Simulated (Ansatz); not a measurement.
**AlH₄+ (singlet): from Hartree-Fock to the top rungs at distance H2–H3 = 0.607 Å, cc-pVDZ**

Aim: climb from Hartree-Fock through coupled cluster and multireference methods for AlH₄+ (singlet) at one geometry and basis, and see what each rung misses.

Method: cc-pVDZ, core rule «outside noble gas», up to 5 orbitals frozen; program: Ansatz 0.2.0, Gaussian basis.

To be run: UHF; CCSD(T) on RHF; BCCD(T) on RHF; CISD; CCSDT(Q) on RHF; CASSCF and MRCISD+Q, 2 electrons in 2 orbitals; CASSCF and NEVPT2, 2 electrons in 2 orbitals; Full CI.

52 further runs of the same task are left out: 33 for a known fault of the program, 1 for a mislabelled method, 13 that didn't finish, 5 set aside as unsound or not needed.

## 1. The system

The geometry derives from a PBE0/def2-TZVP stationary point (not a proven minimum). One bond is set to the value named and the two fragments are kept rigid.

5 atoms, charge 1, spin multiplicity 1.

Atoms are counted from 1 here; the program's logs count them from 0.

Bond lengths: Al1–H4 1.552 Å, Al1–H5 1.552 Å, H2–H3 0.607 Å. Angles: H4–Al1–H5 164.0°.

Geometry (Å):

```
Al    0.0000    0.0053   -0.1186
H     0.0000   -0.3795    1.9224
H     0.0000    0.2275    1.9224
H     0.0000    1.5422   -0.3348
H     0.0000   -1.5317   -0.3348
```

## 2. UHF

Input file in.yaml:

```yaml
crystal:
  periodic: [false, false, false]
  atoms:
    - {symbol: Al, position_ang: [0.000000, 0.005284, -0.118619]}
    - {symbol: H, position_ang: [0.000000, -0.379509, 1.922431]}
    - {symbol: H, position_ang: [0.000000, 0.227491, 1.922431]}
    - {symbol: H, position_ang: [-0.000002, 1.542219, -0.334770]}
    - {symbol: H, position_ang: [0.000002, -1.531651, -0.334771]}
basis:
  gaussian: {orbitals: cc-pVDZ}
total_charge: 1
magnetization: {spin_polarized: true, initial_magnetization: 0}
hamiltonian: {xc: hf}
output: {orbitals: {seedname: orbitals}}
```

On the command line:

```
ansatz run in.yaml --threads 1 --pin off --events-out ev --progress --plain --max-ram 2393MiB
```

The runs that follow: CCSD(T) on RHF; BCCD(T) on RHF; CISD; CCSDT(Q) on RHF; CASSCF and MRCISD+Q, 2 electrons in 2 orbitals; CASSCF and NEVPT2, 2 electrons in 2 orbitals; Full CI.

**Question.** What will the summary of the whole plan be? Wanted: FCI below the RHF energy; RMP2 from FCI; RCCSD from FCI; RCCSD(T) from FCI; RCCSDT(Q) from FCI; NEVPT2 pair from FCI; T1 diagnostic; effectively unpaired electrons.

As calculated:

| quantity | value |
| --- | --- |
| FCI below the RHF energy | -2.8088 eV |
| RMP2 from FCI | +693.6 meV |
| RCCSD from FCI | +30.4 meV |
| RCCSD(T) from FCI | +8.4 meV |
| RCCSDT(Q) from FCI | +0.2 meV |
| NEVPT2 pair from FCI | +675.8 meV |
| levels within 1 kcal/mol (43 meV) | RCCSD, RCCSD(T), BCCD(T), RCCSDT, RCCSDT(Q) |
| T1 diagnostic | 0.008 |
| effectively unpaired electrons | 0.03 |

RCCSD(T) lands +8.4 meV from the yardstick (0.3 % of the correlation energy). One determinant dominates. These misses are within one basis, not against nature.
